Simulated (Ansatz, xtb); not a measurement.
# Two conformers of CH4NS+

Structure a: `[NH2+]=CS`, a singlet. Structure b: `[NH2+]=CS`, a singlet. Both are isolated ions in the gas phase, relaxed with B3LYP-D3(BJ)/def2-SVP.

a (Å):

```xyz
7

C     0.2608    0.0064   -0.0009
N     1.4472    0.3386   -0.4244
S    -1.0324   -0.3982   -1.0304
H     1.6893    0.3807   -1.4168
H     2.1880    0.5724    0.2379
H     0.1081   -0.0071    1.0853
H    -1.9192   -0.6272   -0.0312
```

b (Å):

```yaml
atoms:
  - { symbol: C, position_ang: [0.2027, 0.5892, -0.2297] }
  - { symbol: N, position_ang: [-0.2251, -0.6410, -0.1898] }
  - { symbol: S, position_ang: [1.7895, 1.1790, -0.2971] }
  - { symbol: H, position_ang: [-0.5603, 1.3793, -0.2191] }
  - { symbol: H, position_ang: [2.4360, -0.0177, -0.2954] }
  - { symbol: H, position_ang: [0.3974, -1.4503, -0.1951] }
  - { symbol: H, position_ang: [-1.2267, -0.8375, -0.1508] }
```

Energies in hartree; the thermal terms are from B3LYP-D3(BJ)/def2-SVP harmonic frequencies (ideal gas, rigid rotor, one conformer each, 298.15 K, 1 atm) and include the zero-point energy:

```
                                a           b
E, CCSD(T)/def2-TZVPP  −492.572216  −492.571175
    zero-point energy     0.054015     0.054057
         H(298 K) − E     0.058830     0.058814
         G(298 K) − E     0.028341     0.028426
```

Work out ΔE, ΔE₀, ΔH and ΔG for a → b in kJ/mol (1 Eh = 2625.50 kJ/mol) and the equilibrium ratio [b]/[a].

1. ΔE = −492.571175 − (−492.572216) = +0.001041 Eh = +2.73 kJ/mol.
2. ΔE₀ = ΔE + ΔZPE = +0.001041 + (+0.000042) Eh = +2.84 kJ/mol.
3. ΔH = ΔE + (−0.000016) Eh = +2.69 kJ/mol.
4. ΔG = ΔE + (+0.000085) Eh = +2.96 kJ/mol, so ΔS = (ΔH − ΔG)/T = −0.9 J/(mol K).
5. kT = 0.9442 mEh, so K = [b]/[a] = exp(−ΔG/kT) = exp(−1.19) ≈ 0.3.

The two are too close for this level to say which is favoured. An error of 4 kJ/mol in ΔG would change K by a factor of 5. Mirror images and further conformers aren't counted.

Other levels gave ΔE = +2.8 (B3LYP-D3(BJ)/def2-SVP); +3.3 (HF/def2-TZVPP); +2.8 (MP2/def2-TZVPP) kJ/mol. The correlated steps freeze 7 core orbitals. Programs: Ansatz 0.2.0.
